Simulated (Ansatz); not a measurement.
fcc Pd, treated with LDA (PAW; Ansatz, a first-principles code).

Run with plane-wave cutoff 500 eV, 24×24×1 k mesh (along the axes of the cell as run), Fermi–Dirac smearing 0.1 eV, scalar-relativistic PAW data made under PBE.

Question: Estimate the surface energy of the (111) face and work function of the (111) face that the calculation returns.

Answer: 
- surface energy of the (111) face = 1.90 J/m²
- work function of the (111) face = 5.65 eV

The slab of 6 atoms is relaxed and unreconstructed.

Static lattice: no zero-point or thermal effects.

Cost on a shared machine: roughly 5 core-minutes.
